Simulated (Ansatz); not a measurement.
**Structure relaxation of BeRe3**

Theory: Ansatz 0.2.0, DFT PBE, scalar-relativistic, plane waves, PAW. Cutoff 420 eV, Γ-centred k mesh, Gaussian smearing, no spin polarisation in the final step.

BeRe3 was placed on the Cu3Au (L1_2) structure type (Pm-3m, No. 221), with Be in place of Au, Re in place of Cu, at a guessed volume.

```yaml
crystal:
  lattice:
    - [3.67192, 0.00000, 0.00000]
    - [0.00000, 3.67192, 0.00000]
    - [0.00000, 0.00000, 3.67192]
  atoms:
    - { symbol: Be, position: [0.00000, 0.00000, 0.00000] }
    - { symbol: Re, position: [0.00000, 0.50000, 0.50000] }
    - { symbol: Re, position: [0.50000, 0.00000, 0.50000] }
    - { symbol: Re, position: [0.50000, 0.50000, 0.00000] }
```

Steps on the 6×6×6 mesh (4 atoms). 5 of 5 steps are shown, and the free energy counts from the last. Trial steps that were taken back and renewals of the plane-wave basis can be among the rows.

```
step  ΔF (meV/atom) V (Å³/atom) P (GPa)
   1          150.1        12.38    38.30
   2           19.0        14.28   -10.12
   3            1.9        13.83    -1.69
   4            1.4        13.75     0.11
   5            0.0        13.75     0.13
```

A final relaxation ran on a 12×12×12 mesh. The relaxed crystal, Pm-3m (No. 221):

```
Be Re
1.0
     3.80246    0.00000    0.00000
     0.00000    3.80246    0.00000
     0.00000    0.00000    3.80246
Be Re
1 3
Direct
  0.00000 0.00000 0.00000
  0.00000 0.50000 0.50000
  0.50000 0.00000 0.50000
  0.50000 0.50000 0.00000
```

For BeRe3, the volume per atom is 13.74 Å³. The density is 17.14 g/cm³ and the energy over the elements is 0.32 eV/atom. The gap on the 12×12×12 mesh is 0 eV (a metal).

Energies over the elements count from the elements' standard structures at the same level, with no empirical corrections.

The final run used a 12×12×12 mesh on its 4-atom cell and 0.10 eV smearing. For metals, differences of a few meV/atom aren't resolved. Spin–orbit coupling is left out.

Symmetry constrained the relaxation, so the result can be a saddle point.

Cost: 3 runs of about 0.66 core-minutes in all, on Arm Neoverse V2 (shared hosts).